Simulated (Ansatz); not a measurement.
## Reading a saddle point

A first-order saddle point of CH$_{5}$AlO, singlet, PBE0-D4/def2-TZVP, with one imaginary mode of 1163i cm⁻¹:

```xyz
8
angstrom
Al -1.1553 -0.0434 0.6359
C 0.7655 0.1475 -0.3687
O -1.2999 -1.5540 0.0449
H -0.0480 -0.8679 -0.3603
H -1.5405 1.2546 1.4334
H 1.3211 0.4094 0.5381
H 0.4979 1.0576 -0.9157
H 1.4594 -0.4036 -1.0073
```

Computed with Ansatz 0.2.0 (basis: def2-TZVPP and def2-QZVPP); correlated methods freeze the cores. Extrapolation: Hartree–Fock as exp(−7.88 √X), correlation as X^−2.97.

(1) Which contacts change along the imaginary mode, and what lies on either side? (Judge from chemistry; the calculation decides.)

(2) Which side is lower, and how far does the saddle lie above each? (An estimate is asked for; the value comes from the calculation.)

The T1 diagnostic stays at or below 0.023.

Answers

(1) Computed: The step is CH₅AlO ([CH3][AlH][OH]) → AlHO ([O][AlH]) + CH₄, with the molecules in contact on both sides. Shortening one way: C2–H4; lengthening the same way: Al1–C2, O3–H4.
| pair | one side (Å) | saddle (Å) | other side (Å) |
| --- | --- | --- | --- |
| C2–H4 | 3.38 | 1.30 | 1.10 |
| Al1–C2 | 1.95 | 2.18 | 2.87 |
| O3–H4 | 0.96 | 1.48 | 2.63 |

(2) Computed: The side with Al1–C2, O3–H4 short is lower by 215.9 kJ/mol; the saddle lies 280.5 kJ/mol above it and 64.6 kJ/mol above the other (CCSD(T) at an estimated basis limit (MP2 extrapolated from triple and quadruple zeta, plus CCSD(T) − MP2 in triple zeta); electronic energies).

Labels in which every atom is bracketed show which atoms are joined, not bond orders.

For scale, one of the runs: CCSD(T)/def2-TZVPP, 174 basis functions, launched by `ansatz run in.yaml --threads 2 --pin off --events-out ev --progress --plain --max-ram 4352MiB`. Time: 21 s of wall clock on 2 CPU threads of an Arm Neoverse V2; the host was shared. Peak host memory: 1.5 GiB.
